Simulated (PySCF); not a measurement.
## Molecular orbitals of S₂

PBE0 at R = 1.889 Å; basis S def2-TZVP; no relativity; PySCF 2.14. State: ³Σg⁻ (triplet), unpaired electrons π ↑↑. Only the outer orbitals are listed.

```json
{"spin": "α", "orbital": "σg", "occ.": "1", "ε (eV)": "-23.51", "main shells (%)": "89 s, 10 p"}
{"spin": "α", "orbital": "σu", "occ.": "1", "ε (eV)": "-17.74", "main shells (%)": "89 s, 9 p"}
{"spin": "α", "orbital": "σg", "occ.": "1", "ε (eV)": "-11.27", "main shells (%)": "86 p, 12 s"}
{"spin": "α", "orbital": "πu", "occ.": "1", "ε (eV)": "-10.77", "main shells (%)": "98 p"}
{"spin": "α", "orbital": "πu", "occ.": "1", "ε (eV)": "-10.77", "main shells (%)": "98 p"}
{"spin": "α", "orbital": "πg", "occ.": "1", "ε (eV)": "-7.06", "main shells (%)": "97 p"}
{"spin": "α", "orbital": "πg", "occ.": "1", "ε (eV)": "-7.06", "main shells (%)": "97 p"}
{"spin": "α", "orbital": "σu", "occ.": "0", "ε (eV)": "-0.04", "main shells (%)": "100 p"}
{"spin": "α", "orbital": "σg", "occ.": "0", "ε (eV)": "4.74", "main shells (%)": "55 p, 41 d"}
{"spin": "α", "orbital": "πu", "occ.": "0", "ε (eV)": "5.75", "main shells (%)": "68 d, 32 p"}
{"spin": "β", "orbital": "σg", "occ.": "1", "ε (eV)": "-22.71", "main shells (%)": "84 s, 13 p"}
{"spin": "β", "orbital": "σu", "occ.": "1", "ε (eV)": "-16.04", "main shells (%)": "89 s, 11 p"}
{"spin": "β", "orbital": "σg", "occ.": "1", "ε (eV)": "-10.59", "main shells (%)": "83 p, 16 s"}
{"spin": "β", "orbital": "πu", "occ.": "1", "ε (eV)": "-9.29", "main shells (%)": "95 p"}
{"spin": "β", "orbital": "πu", "occ.": "1", "ε (eV)": "-9.29", "main shells (%)": "95 p"}
{"spin": "β", "orbital": "πg", "occ.": "0", "ε (eV)": "-3.52", "main shells (%)": "98 p"}
{"spin": "β", "orbital": "πg", "occ.": "0", "ε (eV)": "-3.52", "main shells (%)": "98 p"}
{"spin": "β", "orbital": "σu", "occ.": "0", "ε (eV)": "0.49", "main shells (%)": "99 p"}
```

Which are the highest filled and the lowest empty level, where do they sit, and how wide is the gap?

Highest filled α πg at -7.06 eV (in %: 97 p); lowest empty β πg at -3.52 eV (in %: 98 p); the gap at PBE0 is 3.54 eV. Both belong to one degenerate shell, split only by its one-sided filling, so this is no excitation gap.

```json
{
  "bond order (Mayer)": "2.09",
  "⟨S²⟩": "2.011",
  "polarisability along the bond": "53.5 bohr³",
  "polarisability across the bond": "21.1 bohr³"
}
```

The state was picked by a PBE0 search and need not be the measured ground state.
